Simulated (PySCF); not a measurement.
# AlNH3Cl (SMILES [NH2][AlH][Cl]): QCISD(T)/6-311+G(d)

What is the energy difference between two shapes of AlNH3Cl at QCISD(T)/6-311+G*? The job is set up through a Python script.

The results are computed with PySCF 2.14.0.

1 further run of the same task is left out (for a known fault of the program).

### 1 The system as given

The species is AlNH3Cl (6 atoms), meant as a singlet with charge 0. As SMILES, `[NH2][AlH][Cl]`. Geometry: relaxed at PBE0-D4/def2-TZVP.

Bond lengths: N1–Al2 1.756 Å, Al2–Cl3 2.098 Å, N1–H4 1.007 Å, N1–H5 1.007 Å, Al2–H6 1.570 Å. Angles: N1–Al2–Cl3 117.5°, N1–Al2–H6 121.9°, Cl3–Al2–H6 120.6°, Al2–N1–H4 124.3°, Al2–N1–H5 125.0°, H4–N1–H5 110.7°.

### 2 A single-point energy at QCISD(T)/6-311+G(d)

Input file calc.py:

```python
from pyscf import gto, scf, cc

mol = gto.Mole()
mol.atom = '''
N   -0.631100   0.250900  -0.718800
Al   0.477600  -0.073800   0.603600
Cl   1.413500  -1.951500   0.645600
H   -1.134300   1.115000  -0.838800
H   -0.852600  -0.395100  -1.458900
H    0.769000   0.990400   1.721000
'''
mol.max_memory = 1860
mol.symmetry = True
mol.charge = 0
mol.verbose = 4
mol.basis = '6-311+g*'
mol.build()

hf = scf.RHF(mol)
hf.kernel()

mycc = cc.QCISD(hf, frozen=11)
mycc.kernel()
e_t = mycc.qcisd_t()
energy = mycc.e_tot + e_t
print('E = %.10f Eh' % energy)
dip = hf.dip_moment()
pop, q = hf.mulliken_pop()
```

On the command line:

```bash
$ OMP_NUM_THREADS=1 python calc.py
```

Output:

```text
PySCF version 2.14.0

[INPUT] num. atoms = 6
[INPUT] num. electrons = 40
[INPUT] charge = 0
[INPUT] spin (= nelec alpha-beta = 2S) = 0
[INPUT] symmetry True subgroup None
[INPUT] Mole.unit = angstrom
[INPUT] Symbol           X                Y                Z      unit          X                Y                Z       unit  Magmom
[INPUT]  1 N     -0.631100000000   0.250900000000  -0.718800000000 AA   -1.192606157213   0.474132284653  -1.358335138337 Bohr   0.0
[INPUT]  2 Al     0.477600000000  -0.073800000000   0.603600000000 AA    0.902533197092  -0.139461787993   1.140638688787 Bohr   0.0
[INPUT]  3 Cl     1.413500000000  -1.951500000000   0.645600000000 AA    2.671127877073  -3.687800532089   1.220007186019 Bohr   0.0
[INPUT]  4 H     -1.134300000000   1.115000000000  -0.838800000000 AA   -2.143516343094   2.107044628890  -1.585102273285 Bohr   0.0
[INPUT]  5 H     -0.852600000000  -0.395100000000  -1.458900000000 AA   -1.611180493804  -0.746630791816  -2.756921443128 Bohr   0.0
[INPUT]  6 H      0.769000000000   0.990400000000   1.721000000000 AA    1.453199389791   1.871584753769   3.252218660376 Bohr   0.0

nuclear repulsion = 128.961912876465
point group symmetry = C1
symmetry origin: [0. 0. 0.]
symmetry axis x: [1. 0. 0.]
symmetry axis y: [0. 1. 0.]
symmetry axis z: [0. 0. 1.]
num. orbitals of irrep A = 91
number of shells = 47
number of NR pGTOs = 151
number of NR cGTOs = 91
basis = 6-311+g*
ecp = {}

******** <class 'pyscf.scf.hf.RHF'> ********
method = RHF
initial guess = minao
damping factor = 0
level_shift factor = 0
DIIS = <class 'pyscf.scf.diis.CDIIS'>
diis_start_cycle = 1
diis_space = 8
diis_damp = 0
SCF conv_tol = 1e-09
SCF conv_tol_grad = None
[... 28 lines left out ...]
converged SCF energy = -757.749496914972
[... 11 lines left out ...]
Init t2, MP2 energy = -758.116340379029  E_corr(MP2) -0.366843464056094
[... 13 lines left out ...]
QCISD converged
[... 3 lines left out ...]
Dipole moment(X, Y, Z, Debye): -1.47623,  1.73732, -0.88552
[... 59 lines left out ...]
pop of  2 Cl 7s          -0.06283
pop of  2 Cl 2px          2.46983
pop of  2 Cl 2py          2.46511
pop of  2 Cl 2pz          2.47207
pop of  2 Cl 3px         -0.49777
pop of  2 Cl 3py         -0.49484
pop of  2 Cl 3pz         -0.49920
pop of  2 Cl 4px          0.33950
pop of  2 Cl 4py          0.32186
pop of  2 Cl 4pz          0.34820
pop of  2 Cl 5px          1.05018
pop of  2 Cl 5py          0.99571
pop of  2 Cl 5pz          1.07540
pop of  2 Cl 6px          0.53892
pop of  2 Cl 6py          0.39250
pop of  2 Cl 6pz          0.58156
pop of  2 Cl 7px         -0.04850
pop of  2 Cl 7py         -0.02580
pop of  2 Cl 7pz         -0.05939
pop of  2 Cl 3dxy         0.00436
pop of  2 Cl 3dyz         0.00142
pop of  2 Cl 3dz^2        0.00200
pop of  2 Cl 3dxz         0.00036
pop of  2 Cl 3dx2-y2      0.00326
pop of  3 H 1s            0.26757
pop of  3 H 2s            0.31545
pop of  3 H 3s            0.04199
pop of  4 H 1s            0.26711
pop of  4 H 2s            0.31457
pop of  4 H 3s            0.01628
pop of  5 H 1s            0.23001
pop of  5 H 2s            0.58470
pop of  5 H 3s            0.35609
 ** Mulliken atomic charges  **
charge of    0N =     -1.16294
charge of    1Al =      0.91698
charge of    2Cl =     -0.36027
charge of    3H =      0.37498
charge of    4H =      0.40204
charge of    5H =     -0.17080
```

Wall time 8.7 s (1 thread of Intel Xeon 6975P-C (Granite Rapids), shared host); peak memory 0.41 GiB.

### 3 The distorted shape

Input file run.py:

```python
from pyscf import gto, cc

mol = gto.M(
    atom='''
N       -0.525006       0.500306      -0.809411
Al       0.559977      -0.146284       0.552965
Cl       1.443021      -2.059004       0.493774
H       -1.003824       1.095208      -0.666290
H       -0.911787      -0.386099      -1.463380
H        0.571548       0.985389       1.648876
''',
    basis='6-311+g*',
    verbose=4,
    max_memory=1860,
    symmetry=True,
)

calc0 = mol.RHF()
calc0.kernel()

mycc = cc.QCISD(calc0, frozen=11)
mycc.kernel()
e_t = mycc.qcisd_t()
energy = mycc.e_tot + e_t
print('Final energy', energy)
dip = calc0.dip_moment()
pop, q = calc0.mulliken_pop()
```

On the command line:

```bash
$ OMP_NUM_THREADS=1 python run.py
```

Output:

```text
PySCF version 2.14.0

[INPUT] num. atoms = 6
[INPUT] num. electrons = 40
[INPUT] charge = 0
[INPUT] spin (= nelec alpha-beta = 2S) = 0
[INPUT] symmetry True subgroup None
[INPUT] Mole.unit = angstrom
[INPUT] Symbol           X                Y                Z      unit          X                Y                Z       unit  Magmom
[INPUT]  1 N     -0.525006000000   0.500306000000  -0.809411000000 AA   -0.992117553753   0.945441318477  -1.529565112210 Bohr   0.0
[INPUT]  2 Al     0.559977000000  -0.146284000000   0.552965000000 AA    1.058203166056  -0.276436696406   1.044952406470 Bohr   0.0
[INPUT]  3 Cl     1.443021000000  -2.059004000000   0.493774000000 AA    2.726914481996  -3.890953649384   0.933097627431 Bohr   0.0
[INPUT]  4 H     -1.003824000000   1.095208000000  -0.666290000000 AA   -1.896952437265   2.069643169433  -1.259105619536 Bohr   0.0
[INPUT]  5 H     -0.911787000000  -0.386099000000  -1.463380000000 AA   -1.723027713939  -0.729621366968  -2.765387416166 Bohr   0.0
[INPUT]  6 H      0.571548000000   0.985389000000   1.648876000000 AA    1.080069187043   1.862115336159   3.115924053368 Bohr   0.0

nuclear repulsion = 126.899916149718
point group symmetry = C1
symmetry origin: [0. 0. 0.]
symmetry axis x: [1. 0. 0.]
symmetry axis y: [0. 1. 0.]
symmetry axis z: [0. 0. 1.]
num. orbitals of irrep A = 91
number of shells = 47
number of NR pGTOs = 151
number of NR cGTOs = 91
basis = 6-311+g*
ecp = {}

******** <class 'pyscf.scf.hf.RHF'> ********
method = RHF
initial guess = minao
damping factor = 0
level_shift factor = 0
DIIS = <class 'pyscf.scf.diis.CDIIS'>
diis_start_cycle = 1
diis_space = 8
diis_damp = 0
SCF conv_tol = 1e-09
SCF conv_tol_grad = None
[... 28 lines left out ...]
converged SCF energy = -757.639653488005
[... 11 lines left out ...]
Init t2, MP2 energy = -758.008031797815  E_corr(MP2) -0.368378309809203
[... 14 lines left out ...]
QCISD converged
[... 2 lines left out ...]
Final energy -758.0487227448663
Dipole moment(X, Y, Z, Debye): -0.99023,  0.34810,  0.24851
[... 59 lines left out ...]
pop of  2 Cl 7s          -0.09559
pop of  2 Cl 2px          2.47008
pop of  2 Cl 2py          2.46401
pop of  2 Cl 2pz          2.47231
pop of  2 Cl 3px         -0.49791
pop of  2 Cl 3py         -0.49408
pop of  2 Cl 3pz         -0.49934
pop of  2 Cl 4px          0.34031
pop of  2 Cl 4py          0.31706
pop of  2 Cl 4pz          0.34908
pop of  2 Cl 5px          1.05282
pop of  2 Cl 5py          0.98486
pop of  2 Cl 5pz          1.07794
pop of  2 Cl 6px          0.54242
pop of  2 Cl 6py          0.38380
pop of  2 Cl 6pz          0.58040
pop of  2 Cl 7px         -0.05361
pop of  2 Cl 7py         -0.03406
pop of  2 Cl 7pz         -0.06361
pop of  2 Cl 3dxy         0.00424
pop of  2 Cl 3dyz         0.00149
pop of  2 Cl 3dz^2        0.00207
pop of  2 Cl 3dxz         0.00033
pop of  2 Cl 3dx2-y2      0.00366
pop of  3 H 1s            0.36712
pop of  3 H 2s            0.21235
pop of  3 H 3s            0.01615
pop of  4 H 1s            0.21920
pop of  4 H 2s            0.36590
pop of  4 H 3s            0.10278
pop of  5 H 1s            0.22930
pop of  5 H 2s            0.57793
pop of  5 H 3s            0.38243
 ** Mulliken atomic charges  **
charge of    0N =     -1.10448
charge of    1Al =      0.87406
charge of    2Cl =     -0.29643
charge of    3H =      0.40438
charge of    4H =      0.31212
charge of    5H =     -0.18966
```

Run time: 8.4 s. Hardware: 1 thread of Intel Xeon 6975P-C (Granite Rapids), shared host; peak memory 0.42 GiB.

### 4 Summary of results

Level: QCISD(T)/6-311+G*, 11 core orbitals frozen.

| quantity | value |
| --- | --- |
| first shape: total energy | -758.15607 Eh |
| first shape: dipole moment (Hartree–Fock density) | 2.45 D |
| first shape: HOMO energy (Hartree–Fock orbitals) | -11.26 eV |
| first shape: LUMO energy (Hartree–Fock orbitals) | 1.28 eV |
| first shape: HOMO–LUMO gap (Hartree–Fock orbitals) | 12.53 eV |
| first shape: correlation energy (11 core orbitals frozen) | -406.6 mEh |
| first shape: (T) correction | -10.13 mEh |
| first shape: T1 diagnostic | 0.013 |
| distorted shape: total energy | -758.04872 Eh |
| distorted shape: dipole moment (Hartree–Fock density) | 1.08 D |
| distorted shape: HOMO energy (Hartree–Fock orbitals) | -10.99 eV |
| distorted shape: LUMO energy (Hartree–Fock orbitals) | 1.17 eV |
| distorted shape: HOMO–LUMO gap (Hartree–Fock orbitals) | 12.16 eV |
| distorted shape: correlation energy (11 core orbitals frozen) | -409.1 mEh |
| distorted shape: (T) correction | -10.54 mEh |
| distorted shape: T1 diagnostic | 0.014 |
| energy change with the atoms displaced | 2.921 eV |

With the atoms displaced the energy rises by 2.92 eV (282 kJ/mol). The first shape isn't relaxed at this level, so the change isn't measured from a minimum. The triples (first shape) make up 2.5 % of the correlation energy. Mulliken charges (distorted shape) of the mean-field density run from -1.10 on N1 to +0.87 on Al2; in a basis this large or diffuse they mean little. The triples (distorted shape) make up 2.6 % of the correlation energy.
